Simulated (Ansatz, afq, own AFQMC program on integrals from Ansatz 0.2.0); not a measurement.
Where AFQMC and coupled cluster stand for BeCl⁻, singlet

```yaml
atoms:
  - { symbol: Cl, position_ang: [0.0000, 0.0000, 0.0000] }
  - { symbol: Be, position_ang: [0.0000, 0.0000, 1.9446] }
```

Basis aug-cc-pVDZ. Noble-gas cores (and the filled d shells of Ga–Kr and In–Xe) are frozen. Integrals, coupled cluster, full CI and functionals: Ansatz 0.2.0; the random walks run on the same integrals in our own AFQMC program. The CISD trial takes its coefficients from CCSD amplitudes. Released means that phaseless walkers are propagated on without the constraint, phases kept. ± is one standard error of the sampling.

Determinant: RHF, the one that the program's search chose, which needn't be the lowest solution. The geometry is a PBE0/def2-TZVPD stationary point of this or a neighbouring charge and spin state.

No full CI on the walks' own integrals is used here; CCSDT(Q) serves as the reference and is uncertain by about the last step of the cluster series.

Cautions: restricted determinant unstable towards unrestricted (UHF 28 meV lower, ⟨S²⟩ 0.26).

- T1 diagnostic: 0.0162
- weight of the determinant in the CISD state: 0.857
- size of the correlated space: 10 electrons in 44 orbitals

| level | correlation energy (eV) |
| --- | --- |
| MP2 | -5.2487 |
| CCSD | -5.8807 |
| CCSD(T) | -6.0635 |

Problem. Estimate where phaseless AFQMC with the Hartree–Fock trial lies against CCSD(T) on the same integrals.

Solution. 1.32 ± 2.39 mEh above CCSD(T). The gap is under twice the noise, so this walk alone can't tell the two apart.

Reference: CCSDT(Q), correlation energy -6.094 eV. The released energy is read at 2.40 1/Eh (meV from the phaseless value at times in 1/Eh: 14 ± 16 at 0.24, 11 ± 13 at 0.51, 27 ± 13 at 0.99, 27 ± 12 at 1.62, 5 ± 18 at 2.40).

| level | E − E(reference) (mEh) | share of correlation (%) |
| --- | --- | --- |
| CCSD(T) | 1.13 | 99.49 |
| CCSDT | 0.55 | 99.76 |
| ph-AFQMC/HF | 2.46 ± 2.39 | 98.90 |
| ph-AFQMC/CISD | -1.12 ± 0.57 | 100.50 |
| released AFQMC | -0.94 ± 0.67 | 100.42 |

A walk keeps the symmetry of its determinant, which the program's search chose and which needn't be the lowest solution, so a lower state of the same spin and another symmetry isn't excluded. Released energies are given only where the last usable release times agree within the noise; a slower fall can still hide under it.
